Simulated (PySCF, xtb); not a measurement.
benzene (C6H6), SMILES c1ccccc1.

xtb with GFN2-xTB at its own geometry gives an orbital gap of 4.93 eV and a dipole moment of 0.00 D.

Coordinates come from a r2SCAN-D4/def2-SVP optimisation.

### Question
What does PBE/def2-TZVP run with PySCF give? (Estimate from the structure and the level; the computed values follow.)

### Answer
gap 5.12 eV (levels -6.29 and -1.17 eV), dipole 0.00 D.
